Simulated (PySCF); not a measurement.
Compound: C5H5Cl.
Atom-mapped SMILES: `[CH:1]#[C:2]/[CH:3]=[CH:4]\[CH2:5][Cl:6]` (hydrogens: H7 on C1; H8 on C3; H9 on C4; H10, H11 on C5)

Computed with PySCF at B3LYP/def2-SVPD, non-relativistic, on one gas-phase PBE0-D3(BJ)/def2-SVP geometry that isn't relaxed in the solvent. The solvent is an IEF-PCM continuum (cavity from Bondi-type radii × 1.2), and excitations are vertical TDDFT with non-equilibrium linear response and a frozen core. The model holds no explicit solvent molecules, cavitation or dispersion.

Gas-phase singlets (H = HOMO, L = LUMO):

```csv
state,E (eV),λ (nm),f,leading configurations
S1,5.045,246,0.025,"H-1→L 85%, H→L 10%"
S2,5.232,237,0.290,"H→L 78%, H-1→L 10%"
S3,5.713,217,0.003,H-2→L 98%
S4,5.887,211,0.006,"H-3→L 84%, H→L+1 8%"
S5,5.965,208,0.006,"H→L+1 66%, H→L+2 17%, H-3→L 11%"
```

Task: How does the list change in tetrahydrofuran (ε = 7.426)?

Result: 
```tsv
state	E (eV)	λ (nm)	f	leading configurations	change by rank (eV)
S1	5.067	245	0.145	H-1→L 59%, H→L 37%	+0.022
S2	5.159	240	0.271	H→L 55%, H-1→L 38%	-0.073
S3	5.910	210	0.004	H-2→L 98%	+0.197
S4	6.013	206	0.004	H→L+1 57%, H→L+2 28%, H-3→L 9%	+0.126
S5	6.081	204	0.010	H-3→L 87%	+0.116
```

Task: What are the lowest 5 singlets in acetone (ε = 20.49)?

Result: 
| state | E (eV) | λ (nm) | f | leading configurations | change by rank (eV) |
| --- | --- | --- | --- | --- | --- |
| S1 | 5.077 | 244 | 0.130 | H-1→L 62%, H→L 34% | +0.032 |
| S2 | 5.171 | 240 | 0.279 | H→L 58%, H-1→L 34% | -0.061 |
| S3 | 5.938 | 209 | 0.004 | H-2→L 98% | +0.225 |
| S4 | 6.026 | 206 | 0.004 | H→L+1 57%, H→L+2 30% | +0.139 |
| S5 | 6.106 | 203 | 0.009 | H-3→L 90% | +0.141 |

Task: The ground-state energy changes by -0.192 eV from gas to acetone. By how much does the total energy of gas-phase S2 change?

Result: E(S2) = E(S0) + excitation energy, so it changes by -0.192 − 0.061 = -0.253 eV: it is lowered more than the ground state, which is what a red shift means. This is the vertical state, with the slow part of the continuum still set for S0.

Task: How do the frontier levels move from gas to acetone?

Result: 
```json
{"orbital": "LUMO+2", "gas (eV)": "0.44", "solvent (eV)": "0.53", "change (eV)": "+0.09", "Löwdin shares, gas": "Cl6 25 %, C1 18 %, C2 16 %, C5 13 %", "Löwdin shares, solvent": "Cl6 25 %, C1 19 %, C2 18 %, C5 10 %"}
{"orbital": "LUMO+1", "gas (eV)": "0.09", "solvent (eV)": "0.24", "change (eV)": "+0.15", "Löwdin shares, gas": "C1 16 %, Cl6 15 %, C2 14 %, C3 12 %", "Löwdin shares, solvent": "Cl6 25 %, C1 15 %, C2 12 %, C5 12 %"}
{"orbital": "LUMO", "gas (eV)": "-1.65", "solvent (eV)": "-1.54", "change (eV)": "+0.11", "Löwdin shares, gas": "C4 25 %, C3 21 %, C1 15 %, C2 12 %", "Löwdin shares, solvent": "C4 25 %, C3 21 %, C1 15 %, C2 12 %"}
{"orbital": "HOMO", "gas (eV)": "-7.11", "solvent (eV)": "-7.02", "change (eV)": "+0.09", "Löwdin shares, gas": "C1 25 %, C4 23 %, C2 20 %, C3 18 %", "Löwdin shares, solvent": "C1 24 %, C4 24 %, C2 19 %, C3 18 %"}
{"orbital": "HOMO-1", "gas (eV)": "-8.02", "solvent (eV)": "-7.97", "change (eV)": "+0.05", "Löwdin shares, gas": "C1 37 %, C2 35 %, Cl6 11 %, C3 6 %", "Löwdin shares, solvent": "C1 39 %, C2 37 %, C3 6 %, Cl6 6 %"}
{"orbital": "HOMO-2", "gas (eV)": "-8.31", "solvent (eV)": "-8.44", "change (eV)": "-0.13", "Löwdin shares, gas": "Cl6 79 %, C5 12 %, H11 4 %", "Löwdin shares, solvent": "Cl6 77 %, C5 13 %, H11 5 %"}
{"orbital": "HOMO-3", "gas (eV)": "-8.52", "solvent (eV)": "-8.63", "change (eV)": "-0.11", "Löwdin shares, gas": "Cl6 67 %, C5 10 %, C2 7 %, C1 7 %", "Löwdin shares, solvent": "Cl6 70 %, C5 10 %, C2 5 %, C1 4 %"}
```

The HOMO–LUMO gap goes from 5.46 to 5.48 eV. Rows go by rank; for LUMO+1 the atom shares or the degeneracy differ between the runs, so the row needn't follow one orbital.

The values belong to the conformer `[CH:1]#[C:2]/[CH:3]=[CH:4]\[CH2:5][Cl:6]`: C3–C4–C5–Cl6 -120°.
